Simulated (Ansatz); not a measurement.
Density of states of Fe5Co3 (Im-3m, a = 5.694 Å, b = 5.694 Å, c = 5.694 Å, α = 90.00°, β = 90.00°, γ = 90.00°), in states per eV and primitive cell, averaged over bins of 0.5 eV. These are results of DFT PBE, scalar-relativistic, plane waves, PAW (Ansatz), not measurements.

Cutoff 420 eV; k points 10×10×10 on the computed 8-atom cell (Γ-centred); Gaussian smearing, width 0.10 eV; collinear spin from starting moments 2.7 3.02 3.02 3.02 3.02 2 2 2 μB.

The cell is relaxed at this level. The states (both spins) are summed by tetrahedra on a 15×15×15 mesh at the self-consistent density. Energies are bin centres; the table starts no lower than −8 eV and ends at 6 eV, or lower where the solved bands end.

It is a metal at this level.

```tsv
E − E_F (eV)	total	Fe 3d down	Fe 3d up	Co 3d down	Co 3d up	Fe 4s up	Fe 4s down
-7.80	0.61	0.00	0.00	0.00	0.00	0.19	0.17
-7.30	0.80	0.01	0.01	0.00	0.01	0.24	0.21
-6.80	1.03	0.01	0.03	0.01	0.01	0.30	0.26
-6.30	1.23	0.02	0.07	0.01	0.03	0.35	0.28
-5.80	1.74	0.04	0.21	0.02	0.10	0.45	0.35
-5.30	4.06	0.08	1.41	0.05	0.76	0.61	0.39
-4.80	7.93	0.16	3.64	0.11	2.17	0.65	0.45
-4.30	6.16	0.40	2.60	0.26	1.64	0.20	0.52
-3.80	13.13	0.98	6.33	0.80	3.70	0.06	0.66
-3.30	14.12	1.53	5.83	1.31	3.90	0.24	0.50
-2.80	10.66	1.99	3.92	1.66	2.03	0.22	0.20
-2.30	12.26	2.46	3.28	3.54	2.33	0.09	0.03
-1.80	26.36	5.00	8.28	4.48	7.50	0.09	0.13
-1.30	18.60	3.75	7.45	3.66	2.36	0.17	0.27
-0.80	10.36	2.60	3.61	1.23	1.95	0.19	0.12
-0.30	4.06	1.08	1.17	0.73	0.41	0.20	0.03
0.20	5.92	3.34	0.45	1.23	0.19	0.27	0.03
0.70	13.36	6.51	0.34	5.41	0.16	0.29	0.05
1.20	9.09	5.23	0.26	2.46	0.14	0.30	0.08
1.70	11.79	9.06	0.17	1.49	0.08	0.24	0.11
2.20	3.48	1.73	0.16	0.33	0.08	0.25	0.16
2.70	2.81	0.99	0.12	0.21	0.06	0.23	0.27
3.20	2.21	0.58	0.08	0.15	0.04	0.17	0.24
3.70	2.04	0.45	0.06	0.12	0.03	0.14	0.23
4.20	1.81	0.31	0.04	0.09	0.02	0.12	0.20
4.70	1.51	0.21	0.03	0.07	0.02	0.08	0.16
5.20	1.29	0.14	0.02	0.05	0.01	0.06	0.13
5.70	1.02	0.10	0.01	0.03	0.01	0.04	0.10
```

The columns after the total are the main Löwdin projections on the occupied valence shells of the potentials; 2 others are left out. The rest of the total lies in those, in shells that are empty in the free atom, which aren't projected, and between the atoms.

Only parallel moments were tried here.

Only this magnetic start was tried.

Whether Fe5Co3 exists in this form wasn't checked.

Cost: 1 run of about 5 core-minutes, on AMD EPYC (Zen 3) (shared hosts).